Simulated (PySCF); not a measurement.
Gas-phase reaction: 3 ethylsilane ⇌ vinylsilane + 2 C₂H₆ + Si₂H₆

Computed with PySCF and rigid-rotor harmonic-oscillator thermochemistry at 1 bar. † marks an energy on the PBE0/def2-TZVP geometry and frequencies; other levels use their own. MP2 and CCSD(T) freeze the core. 6-31G* has spherical d functions here. All species are closed-shell singlets. B3LYP is the form with VWN-RPA correlation. MP2 isn't extrapolated to the basis-set limit; its ΔH°(298 K) is 118.6 kJ in def2-SVP and 121.8 kJ in def2-TZVPP. CCSD(T) isn't extrapolated to the basis-set limit; its ΔH°(298 K) is 99.8 kJ in def2-SVP and 103.9 kJ in def2-TZVPP. The harmonic model lacks anharmonicity and excited electronic states, which grow with temperature; levels with a mode under 35 cm⁻¹ are left out. Internal rotation in ethylsilane, vinylsilane, C₂H₆, Si₂H₆ is treated as a harmonic vibration of one conformer, which makes the entropy rough.

```
level                ΔE electronic, kJ  ΔH°(298 K), kJ  ΔS°(298 K), J/K  ΔG°(1000 K), kJ
-------------------  -----------------  --------------  ---------------  ---------------
B3LYP/def2-TZVP†                    88              80              121              -38
BLYP/def2-TZVP†                     70              62              121              -56
CCSD(T)/def2-TZVPP†                112             104              121              -14
HF/6-31G*                           90              82              122              -37
HF/def2-TZVP†                       85              78              121              -41
MP2/def2-SVP†                      126             119              121                1
PBE0/def2-SVP†                     122             115              121               -3
r2SCAN/def2-TZVP†                  114             107              121              -11
ωB97X-V/def2-TZVP†                 124             116              121               -2
```
ΔH° is lowest at BLYP/def2-TZVP† and highest at MP2/def2-SVP†. No reference value is set beside these.
